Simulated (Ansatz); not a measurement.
System: NaCl, net charge 0, singlet state. SMILES: [Na][Cl]
Geometry: optimised at B3LYP-D3(BJ)/def2-TZVP (Ansatz, a quantum-chemistry and plane-wave program).

Parts of the frozen-core correlation energy in 6-31G (Ansatz, hartree). Frozen orbitals: 10; correlated occupied orbitals by spin: 4 and 4; virtual: 12 and 12. Spin-orbit coupling is left out. No relativistic terms.

| term | value |
|---|---|
| reference (HF) | -621.39091 |
| MP2 opposite-spin | -0.03343 |
| MP2 same-spin | -0.01099 |
| CCSD correlation | -0.05059 |
| (T) | -0.00064 |
| FCI minus CCSD(T) | -0.00013 |
| T1 diagnostic | 0.015 |
| largest doubles amplitude | 0.041 |
